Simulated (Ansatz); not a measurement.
We consider fcc Sr, described by r²SCAN (Ansatz, an electronic-structure program, plane waves, PAW).

Numerical settings: plane-wave cutoff 560 eV, 16×16×16 k mesh, Fermi–Dirac smearing 0.05 eV, scalar-relativistic PAW data made under PBE.

Pressure at four volumes; x = ln(V/56.765 Å³). One pressure is withheld.

```
V (Å³/atom)        x  P (GPa)
-----------  -------  -------
53.359       -0.0619    0.791
56.765        0.0000    0.003
59.035        0.0392   -0.435
60.171        0.0583        ?
```

**Question.** Pass a parabola P(x) through the three rows shown, estimate the bulk modulus and its pressure derivative near zero pressure, and predict the withheld pressure.

**Answer.** Slopes between the rows: (0.003 − (0.791))/(0.0000 − (-0.0619)) = -12.73 and (-0.435 − (0.003))/(0.0392 − (0.0000)) = -11.17 GPa. Their difference over the span 0.1011 is c = 1.56/0.1011 = 15.4 GPa, so P(x) = 0.791 + (-12.73)(x − (-0.0619)) + 15.4 (x − (-0.0619))(x − (0.0000)). At the middle row B = −dP/dx = −[-12.73 + 15.4 × 0.0619] = 11.8 GPa, and B′ = dB/dP = 2c/B = 2.6. At x = 0.0583 the parabola gives -0.631 GPa; the run gives -0.630 GPa. The Birch–Murnaghan fit to the energies at all volumes has B0 = 11.7 GPa and B′ = 2.6.

Measured, for comparison: bulk modulus 12.5 GPa (corrected for temperature and zero-point phonon effects, sources range from 12.0 to 12.5; as tabulated in Levämäki et al. (2014), arXiv:1402.3671). Computed less measured: bulk modulus -6 % (-2.5 % to -6 % over the range).
